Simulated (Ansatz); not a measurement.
Cu3AsS4 (Pmn2₁, No. 31) was calculated with PBEsol (Ansatz, a first-principles code, plane waves, PAW).

Settings: plane-wave cutoff 520 eV, 6×6×6 k mesh, Fermi–Dirac smearing 0.01 eV, no spin polarisation, scalar-relativistic PAW data made under PBE.

Shape and atoms are relaxed at each volume.

Pressure at four volumes; x = ln(V/17.696 Å³). One pressure is withheld.

| V (Å³/atom) | x | P (GPa) |
|---|---|---|
| 16.988 | -0.0408 | ? |
| 17.342 | -0.0202 | 1.82 |
| 17.696 | 0.0000 | 0.00 |
| 18.404 | 0.0392 | -3.07 |

Problem. Pass a parabola P(x) through the three rows shown, estimate the bulk modulus and its pressure derivative near zero pressure, and predict the withheld pressure.

Solution. Slopes between the rows: (0.00 − (1.82))/(0.0000 − (-0.0202)) = -90.10 and (-3.07 − (0.00))/(0.0392 − (0.0000)) = -78.32 GPa. Their difference over the span 0.0594 is c = 11.78/0.0594 = 198.3 GPa, so P(x) = 1.82 + (-90.10)(x − (-0.0202)) + 198.3 (x − (-0.0202))(x − (0.0000)). At the middle row B = −dP/dx = −[-90.10 + 198.3 × 0.0202] = 86.1 GPa, and B′ = dB/dP = 2c/B = 4.6. At x = -0.0408 the parabola gives 3.84 GPa; the run gives 3.86 GPa. The Birch–Murnaghan fit to the energies at all volumes has B0 = 85.8 GPa and B′ = 4.8.

Note: the gap of the solid is closed in this run; this level leaves the solid without a gap, although one is measured; the bulk modulus comes from volumes at which shape and atoms were relaxed.
